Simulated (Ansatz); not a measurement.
# C₄H₆ClF: a ladder of functionals and wavefunction methods

The task here is to estimate one member of a computed series from the others.

Method: functionals in def2-TZVPP, the program's frozen cores in correlated methods; program: Ansatz 0.2.0, Gaussian basis.

Levels to be run: PBE-D4, r2SCAN-D4, PBE0-D4, B3LYP-D4, ωB97X-V, ωB97M-V, B2PLYP; CCSD(T)/def2-TZVPP; MP2/def2-QZVPP; extrapolation to the limit.

## The geometry

An earlier PBE0-D4 in a triple-zeta def2 set relaxation fixed the geometry.

SMILES `C=C(C)C(F)Cl`, 12 atoms, charge 0, spin multiplicity 1.

Atoms are counted from 1 here; the program's logs count them from 0.

Bond lengths: C1–C2 1.326 Å, C1–H7 1.084 Å, C1–H8 1.082 Å, C2–C3 1.493 Å, C2–C4 1.495 Å, C3–H9 1.093 Å, C3–H10 1.090 Å, C3–H11 1.095 Å, C4–F5 1.355 Å, C4–Cl6 1.794 Å, C4–H12 1.093 Å. Angles: C2–C1–H7 120.5°, C2–C1–H8 121.7°, H7–C1–H8 117.8°, C1–C2–C3 124.2°, C1–C2–C4 120.4°, C3–C2–C4 115.4°, C2–C3–H9 111.0°, C2–C3–H10 110.7°, C2–C3–H11 111.1°, H9–C3–H10 108.6°, H9–C3–H11 107.0°, H10–C3–H11 108.3°, C2–C4–F5 112.6°, C2–C4–Cl6 110.6°, C2–C4–H12 111.9°, F5–C4–Cl6 108.0°, F5–C4–H12 108.2°, Cl6–C4–H12 105.1°.

Set-up of the first run:

in.yaml

```yaml
crystal:
  periodic: [false, false, false]
  atoms:
    - {symbol: C, position_ang: [-0.879091, -1.151706, -0.583413]}
    - {symbol: C, position_ang: [-0.131415, -0.199605, -0.041368]}
    - {symbol: C, position_ang: [0.869359, -0.432869, 1.041706]}
    - {symbol: C, position_ang: [-0.279928, 1.220754, -0.482850]}
    - {symbol: F, position_ang: [-1.295546, 1.387906, -1.363515]}
    - {symbol: Cl, position_ang: [1.229174, 1.803247, -1.258429]}
    - {symbol: H, position_ang: [-0.788755, -2.179160, -0.251078]}
    - {symbol: H, position_ang: [-1.596453, -0.935598, -1.363927]}
    - {symbol: H, position_ang: [1.878728, -0.188392, 0.701271]}
    - {symbol: H, position_ang: [0.852849, -1.473941, 1.363118]}
    - {symbol: H, position_ang: [0.663614, 0.198901, 1.911928]}
    - {symbol: H, position_ang: [-0.445537, 1.895465, 0.360658]}
basis:
  gaussian: {orbitals: def2-TZVPP}
hamiltonian: {xc: pbe, dispersion: d4}
output: {forces: true, orbitals: {seedname: orbitals}}
```

Launch:

```console
> ansatz run in.yaml --threads 4 --pin off --events-out ev --progress --plain --max-ram 10444MiB
```

Steps of the session up to this table: PBE-D4 (GGA); r2SCAN-D4 (meta-GGA); PBE0-D4 (hybrid); B3LYP-D4 (hybrid); ωB97X-V (range-separated); ωB97M-V (range-separated); B2PLYP (double hybrid); CCSD(T) in def2-TZVPP; MP2 in def2-QZVPP.

One of the session's tables, all rows but one given; the rest of the session is left out.

```
            method  atomisation energy (kJ/mol)
            PBE-D4                       4940.1
         r2SCAN-D4                       4818.0
           PBE0-D4                       4842.4
          B3LYP-D4                            ?
           ωB97X-V                       4797.5
           ωB97M-V                       4810.1
            B2PLYP                       4743.0
     HF/def2-TZVPP                       3511.8
    MP2/def2-TZVPP                       4776.0
   CCSD/def2-TZVPP                       4593.1
CCSD(T)/def2-TZVPP                       4673.2
           MP2/CBS                       4891.0
       CCSD(T)/CBS                       4788.2
```

**Question.** Estimate the row for B3LYP-D4.

As computed: atomisation energy (kJ/mol): 4788.0. In the column «atomisation energy (kJ/mol)» it lies between MP2/def2-TZVPP (4776.0) and CCSD(T)/CBS (4788.2).

Limits of these values: Free atoms (4 C, 1 F, 1 Cl, 6 H) were run apart at each level; the atomisation energy is their sum less the molecule, without zero-point or spin-orbit terms.
